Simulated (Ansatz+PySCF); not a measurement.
Stretching singlet H₂S

```xyz
3

S     0.0000    0.0000   -0.0936
H     0.0000    0.8744    0.7489
H     0.0000   -0.8744    0.7489
```

All coordinates are scaled together; the H2–H3 distance labels the points.

Basis set: 6-31G (spherical functions). Frozen core: 5 orbitals. Charge 0, multiplicity 1.

Computed with Ansatz (development build ahead of 0.2.0), each point on the determinant that the search for low states chose. Each curve is measured from its own lowest point listed.

```tsv
r(H2–H3) (Å)	RHF-CCSD(T) (eV)	full CI (lowest root of this spin) (eV)	PBE0 (restricted) (eV)
1.749	0.871	0.873	0.773
2.040	0.000	0.000	0.000
2.332	0.731	0.728	0.899
2.623	1.883	1.877	2.315
2.915	3.016	3.010	3.815
3.206	3.953	3.960	5.231
3.400	4.425	4.460	6.093
3.692	4.869	5.008	7.242
3.983	5.001	5.348	8.217
4.275	4.919	5.538	9.027
4.566	3.904	5.640	9.692
4.858	1.799	5.694	10.232
```

Question: Give the RHF-CCSD curve at the same distances.

Answer:

| r (Å) | E (eV) |
| --- | --- |
| 1.749 | 0.867 |
| 2.040 | 0.000 |
| 2.332 | 0.738 |
| 2.623 | 1.903 |
| 2.915 | 3.056 |
| 3.206 | 4.025 |
| 3.400 | 4.527 |
| 3.692 | 5.035 |
| 3.983 | 5.258 |
| 4.275 | 5.289 |
| 4.566 | 5.474 |
| 4.858 | 5.066 |

Question: Does any curve turn over at long distance?

Answer: Yes: RHF-CCSD(T) peaks near 3.98 Å and falls by 3.20 eV beyond.

Question: Where does unrestricted Hartree–Fock leave the restricted solution?

Answer: Between 2.429 and 2.526 Å; <S²> reaches 1.98 at 4.86 Å.

Caution for RHF-CCSD at some points, RHF-CCSD(T) at some points: bonds are stretched, where a single reference can fail; large amplitudes, a single reference is doubtful; the program doubts this total; very large amplitudes, the method is breaking down. Caution for RHF-CCSD at some points, RHF-CCSD(T) at some points, PBE0 (restricted) at some points: an unrestricted determinant lies well below. Caution for RHF-CCSD(T) at some points: the amplitudes may be one of several solutions. Caution for PBE0 (restricted) at some points: charge can spread falsely over distant fragments.
